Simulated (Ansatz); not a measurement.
Process, species as SMILES: N (NH3) → [NH2-] + H+
B3LYP-D3(BJ)/def2-TZVP geometries, fixed; electronic energies without zero-point terms.

Basis-set convergence of the deprotonation energy at B3LYP with Ansatz (a quantum-chemistry and plane-wave program). Cartesian d functions, on some or all atoms, in 6-31G**; all else is spherical. The program fits the integrals of some runs and decomposes those of others, by size. No added dispersion term, no relativity. Functions are those of the species that has most. Reference: the value in aug-pcseg-3, 410.41 kcal/mol, itself unsure by roughly 1.93 kcal/mol (its mean distance from aug-cc-pVQZ, def2-QZVPPD). Deviations are taken from unrounded values.

```json
[
 {"basis": "3-21G", "functions": "15", "deprotonation energy (kcal/mol)": "464.33", "minus reference (kcal/mol)": "53.91"},
 {"basis": "6-31G", "functions": "15", "deprotonation energy (kcal/mol)": "443.80", "minus reference (kcal/mol)": "33.39"},
 {"basis": "6-31G**", "functions": "30", "deprotonation energy (kcal/mol)": "445.37", "minus reference (kcal/mol)": "34.96"},
 {"basis": "def2-TZVP", "functions": "49", "deprotonation energy (kcal/mol)": "423.91", "minus reference (kcal/mol)": "13.50"},
 {"basis": "aug-pcseg-1", "functions": "50", "deprotonation energy (kcal/mol)": "408.67", "minus reference (kcal/mol)": "-1.74"},
 {"basis": "jun-cc-pV(T+d)Z", "functions": "81", "deprotonation energy (kcal/mol)": "411.07", "minus reference (kcal/mol)": "0.66"},
 {"basis": "cc-pVQZ", "functions": "145", "deprotonation energy (kcal/mol)": "425.15", "minus reference (kcal/mol)": "14.74"},
 {"basis": "def2-QZVPP", "functions": "147", "deprotonation energy (kcal/mol)": "418.26", "minus reference (kcal/mol)": "7.85"},
 {"basis": "def2-QZVPPD", "functions": "162", "deprotonation energy (kcal/mol)": "413.70", "minus reference (kcal/mol)": "3.29"}
]
```
